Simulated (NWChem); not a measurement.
System: methane (CH$_{4}$); SMILES C

Here is an NWChem input.

```
start job
memory heap 200 mb stack 900 mb global 1100 mb
geometry units angstroms noautoz
  C     -0.000000     0.000000    -0.000002
  H     -0.854020    -0.241787    -0.646521
  H      0.868943     0.254416    -0.621295
  H     -0.255660     0.855214     0.639562
  H      0.240735    -0.867844     0.628240
end
basis spherical
  * library def2-tzvpd
end
dft
  xc pbe0
  iterations 150
  mulliken
end
task dft energy
```

All runs use the structure optimised with PBE0/def2-SVP.

What results follow from this input? (PBE0/def2-TZVPD.) Quantities: energy (Ha); highest occupied level (eV); orbital gap (eV).

The energy (Ha) is -40.47. The highest occupied level (eV) is -10.94 and the orbital gap (eV) comes out as 11.50.
